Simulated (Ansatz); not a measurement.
How basis sets differ on C3H3N (acrylonitrile)

The species is C3H3N (7 atoms), meant as a singlet with charge 0. SMILES: `C=CC#N`. Geometry: relaxed at PBE0-D4/def2-TZVP.

Each level gives the atomisation enthalpy at 298 K (kJ/mol). The values are calculated. The thermal term (zero-point and 298 K enthalpy, harmonic and unscaled) is that of PBE0-D4/def2-TZVP; the spin-orbit lowering of the free atoms at 298 K, 0.0 kJ/mol by their spectra, is taken off.

**What was measured.** CRC Handbook of Chemistry and Physics gives the atomisation enthalpy at 298 K of the gas as 3096 kJ/mol.

| level | kind | program | value (kJ/mol) | computed − measured | CPU time (all runs) |
| --- | --- | --- | --- | --- | --- |
| RPA@PBE/cc-pVDZ | RPA | Ansatz | 2699 | -397 | 2.5 s |
| RPA@PBE/jun-cc-pV(D+d)Z | RPA | Ansatz | 2703 | -393 | 3.5 s |
| RPA@PBE/6-311+G** | RPA | Ansatz | 2765 | -331 | 11 s |
| RPA@PBE/aug-cc-pVDZ | RPA | Ansatz | 2704 | -392 | 5.6 s |
| RPA@PBE/cc-pVTZ | RPA | Ansatz | 2847 | -249 | 6 s |
| RPA@PBE/d-aug-cc-pVDZ | RPA | Ansatz | 2709 | -387 | 13 s |
| RPA@PBE/jun-cc-pV(T+d)Z | RPA | Ansatz | 2851 | -245 | 9.1 s |
| RPA@PBE/aug-cc-pVTZ | RPA | Ansatz | 2854 | -242 | 16 s |

Nearest: RPA@PBE/aug-cc-pVTZ (-242 kJ/mol); farthest: RPA@PBE/cc-pVDZ (-397 kJ/mol). CPU times are rough (shared hosts, several kinds of processor): they show what a rung costs within a factor of a few.
